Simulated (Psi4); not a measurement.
# BH2F (SMILES BF): CCSD(T)/cc-pVTZ

What is the vertical ionisation energy of BH2F at CCSD(T)/cc-pVTZ? 

The calculation is run with Psi4 1.11.

1 further run of the same task is left out (set aside as unsound or not needed).

## 1. The structure to begin with

The species is BH2F (4 atoms), meant as a singlet with charge 0. SMILES: `BF`. Geometry: relaxed at PBE0-D4/def2-TZVP.

Bond lengths: B1–F2 1.317 Å, B1–H3 1.197 Å, B1–H4 1.198 Å. Angles: F2–B1–H3 117.8°, F2–B1–H4 117.8°, H3–B1–H4 124.4°.

## 2. The energy at CCSD(T)/cc-pVTZ

Input file bfh2.json:

```json
{
  "schema_name": "qcschema_input",
  "schema_version": 1,
  "molecule": {
    "schema_name": "qcschema_molecule",
    "schema_version": 2,
    "symbols": ["B", "F", "H", "H"],
    "geometry": [-0.05158952, -0.0075589, -0.05820356, 2.00537736, -0.56068174, 1.22813301, -1.9133477, -1.22662123, 0.351867, 0.06462863, 1.68110036, -1.56015789],
    "molecular_charge": 0,
    "molecular_multiplicity": 1,
    "fix_symmetry": "c1",
    "fix_com": true,
    "fix_orientation": true
  },
  "driver": "energy",
  "model": {
    "method": "ccsd(t)",
    "basis": "cc-pVTZ"
  },
  "keywords": {
    "puream": true,
    "e_convergence": 1e-09,
    "d_convergence": 1e-08,
    "scf_type": "pk",
    "num_frozen_docc": 2
  }
}
```

On the command line:

```sh
$ psi4 --qcschema bfh2.json -n 1 --memory 1600MB
```

stdout, shortened:

```text
[...]
  Running in c1 symmetry.
[...]
  Nuclear repulsion =   27.175758523276198
[...]
  Multiplicity = 1
[...]
  Nalpha       = 8
  Nbeta        = 8
[...]
    Number of basis functions: 88
[...]
   @RHF iter   1:  -125.35083280000921   -8.11390e-01   2.91416e-03 DIIS/ADIIS
[...]
   @RHF iter   9:  -125.37342582216091   -1.30598e-11   6.73911e-09 DIIS
[...]
    Orbital Energies [Eh]
    ---------------------
    Doubly Occupied:
       1A    -26.307908     2A     -7.665727     3A     -1.620648
       4A     -0.793837     5A     -0.706383     6A     -0.675251
       7A     -0.628015     8A     -0.487266
[...]
  @RHF Final Energy:  -125.37342582216091
   => Energetics <=
    Nuclear Repulsion Energy =             27.1757585232761976
    One-Electron Energy =                -227.3282966458328360
    Two-Electron Energy =                  74.7791123003957381
    Total Energy =                       -125.3734258221609110
[...]
 Multipole Moments:
 ------------------------------------------------------------------------------------
     Multipole            Electronic (a.u.)      Nuclear  (a.u.)        Total (a.u.)
 ------------------------------------------------------------------------------------
 L = 1.  Multiply by 2.5417464519 to convert [e a0] to [Debye]
 Dipole X            :        -16.2626767           15.9417296           -0.3209471
 Dipole Y            :          4.7156803           -4.6294510            0.0862292
 Dipole Z            :         -9.7545082            9.5538884           -0.2006198
 Magnitude           :                                                    0.3881892
[...]
      * MP2 total energy                      = -125.731081479062794
[...]
      * CCSD total energy                     = -125.745037456735801
[...]
      * CCSD(T) total energy                  = -125.755305981561349
[...]
```

The result, in JSON:

```text
{
 "driver": "energy",
 "model": {
  "method": "ccsd(t)",
  "basis": "cc-pVTZ"
 },
 "success": true,
 "return_result": -125.75530598156135,
 "properties": {
  "calcinfo_nbasis": 88,
  "calcinfo_nmo": 88,
  "calcinfo_nalpha": 8,
  "calcinfo_nbeta": 8,
  "calcinfo_natom": 4,
  "nuclear_repulsion_energy": 27.175758523276198,
  "return_energy": -125.75530598156135,
  "scf_one_electron_energy": -227.32829664583284,
  "scf_two_electron_energy": 74.77911230039574,
  "scf_dipole_moment": [-0.32094714642802025, 0.0862292337209496, -0.200619795122984],
  "scf_total_energy": -125.37342582216091,
  "scf_iterations": 9,
  "mp2_same_spin_correlation_energy": -0.08242966044626138,
  "mp2_opposite_spin_correlation_energy": -0.2752259964549649,
  "mp2_singles_energy": -1.172120703166751e-27,
  "mp2_doubles_energy": -0.3576556569012263,
  "mp2_correlation_energy": -0.3576556569012263,
  "mp2_total_energy": -125.7310814790628,
  "ccsd_same_spin_correlation_energy": -0.07503990845860908,
  "ccsd_opposite_spin_correlation_energy": -0.29657172611563193,
  "ccsd_singles_energy": 0.0,
  "ccsd_doubles_energy": -0.371611634574241,
  "ccsd_correlation_energy": -0.37161163457424085,
  "ccsd_total_energy": -125.7450374567358,
  "ccsd_iterations": 14,
  "ccsd_prt_pr_correlation_energy": -0.38188015939978,
  "ccsd_prt_pr_total_energy": -125.75530598156135
 }
}
```

Wall time 19 s (1 thread of Intel Xeon Platinum 8275CL at 3.00GHz (Skylake/Cascade Lake), shared host); peak memory 0.86 GiB.

## 3. The doublet cation at the same level

Input file calc.py:

```python
import psi4

psi4.set_memory('1600 MB')
psi4.set_num_threads(1)
psi4.core.set_output_file('run.log', False)

molecule = psi4.geometry("""
1 2
B     -0.027300    -0.004000    -0.030800
F      1.061200    -0.296700     0.649900
H     -1.012500    -0.649100     0.186200
H      0.034200     0.889600    -0.825600
units angstrom
symmetry c1
""")

psi4.set_options({
    'reference': 'uhf',
    'puream': True,
    'e_convergence': 1e-09,
    'd_convergence': 1e-08,
    'scf_type': 'pk',
    'num_frozen_docc': 2,
    'maxiter': 200,
})

e, wfn = psi4.energy('ccsd(t)/cc-pVTZ', return_wfn=True)
print(f'ccsd(t)/cc-pVTZ energy: {e:.10f} Eh')
for k, v in sorted(psi4.core.scalar_variables().items()):
    print(f'{k:45s} {v:18.10f}')
```

On the command line:

```sh
$ python calc.py
```

run.log, shortened:

```text
[...]
  Running in c1 symmetry.
[...]
  Nuclear repulsion =   27.175758468175218
[...]
  Multiplicity = 2
[...]
  Nalpha       = 8
  Nbeta        = 7
[...]
    Number of basis functions: 88
[...]
   @UHF iter   1:  -124.86279204749923   -3.23349e-01   3.35435e-03 ADIIS/DIIS
[...]
   @UHF iter  14:  -124.92120326713213   -3.16902e-12   3.81656e-09 DIIS
[...]
   @S^2 Observed:                7.815400626E-01
[...]
    Orbital Energies [Eh]
    ---------------------
    Alpha Occupied:
       1A    -26.657136     2A     -8.050345     3A     -1.955791
       4A     -1.142957     5A     -1.067501     6A     -1.020830
       7A     -0.997171     8A     -0.912984
    Alpha Virtual:
       9A     -0.204061    10A     -0.064990    11A     -0.042427
      12A     -0.000873    13A      0.020575    14A      0.038104
      15A      0.068570    16A      0.198745    17A      0.201544
      18A      0.273726    19A      0.292274    20A      0.350756
      21A      0.425249    22A      0.464760    23A      0.512311
      24A      0.759033    25A      0.788414    26A      0.803745
[...]
  @UHF Final Energy:  -124.92120326713213
   => Energetics <=
    Nuclear Repulsion Energy =             27.1757584681752178
    One-Electron Energy =                -221.8462571219478434
    Two-Electron Energy =                  69.7492953866404974
    Total Energy =                       -124.9212032671321282
  UHF NO Occupations:
  HONO-2 :    6  A 1.9972706
  HONO-1 :    7  A 1.9870727
[...]
 Multipole Moments:
 ------------------------------------------------------------------------------------
     Multipole            Electronic (a.u.)      Nuclear  (a.u.)        Total (a.u.)
 ------------------------------------------------------------------------------------
 L = 1.  Multiply by 2.5417464519 to convert [e a0] to [Debye]
 Dipole X            :          0.2138161           -1.8791707           -1.6653546
 Dipole Y            :         -0.0573375            0.5054210            0.4480835
 Dipole Z            :          0.1336118           -1.1752995           -1.0416877
 Magnitude           :                                                    2.0147700
[...]
      * MP2 total energy                      = -125.264295399070349
[...]
      * CCSD total energy                     = -125.275343647583313
[...]
      * CCSD(T) total energy                     = -125.288369521834738
```

Wall time 49 s (1 thread of Intel Xeon Platinum 8275CL at 3.00GHz (Skylake/Cascade Lake), shared host); peak memory 0.89 GiB.

## 4. Outcome

At CCSD(T)/cc-pVTZ, 2 core orbitals frozen:

```
                                                                  quantity          value
                                                singlet BH2F: total energy  -125.75531 Eh
                         singlet BH2F: HOMO energy (Hartree–Fock orbitals)      -13.26 eV
                         singlet BH2F: LUMO energy (Hartree–Fock orbitals)        2.38 eV
                       singlet BH2F: HOMO–LUMO gap (Hartree–Fock orbitals)       15.63 eV
                 singlet BH2F: correlation energy (2 core orbitals frozen)     -381.9 mEh
                                              singlet BH2F: (T) correction     -10.27 mEh
                                               singlet BH2F: T1 diagnostic          0.013
                                              doublet cation: total energy  -125.28837 Eh
doublet cation: HOMO energy (Hartree–Fock orbitals) (highest over α and β)      -24.70 eV
 doublet cation: LUMO energy (Hartree–Fock orbitals) (lowest over α and β)      -11.41 eV
               doublet cation: correlation energy (2 core orbitals frozen)     -367.2 mEh
                                            doublet cation: (T) correction     -13.03 mEh
                         doublet cation: ⟨S²⟩ of the reference determinant          0.782
                                             doublet cation: T1 diagnostic          0.043
                        vertical ionisation energy (to the doublet cation)      12.706 eV
```

**Reading.** The vertical ionisation energy comes to 12.71 eV (1226 kJ/mol). The triples (singlet BH2F) make up 2.7 % of the correlation energy. The triples (doublet cation) make up 3.5 % of the correlation energy.
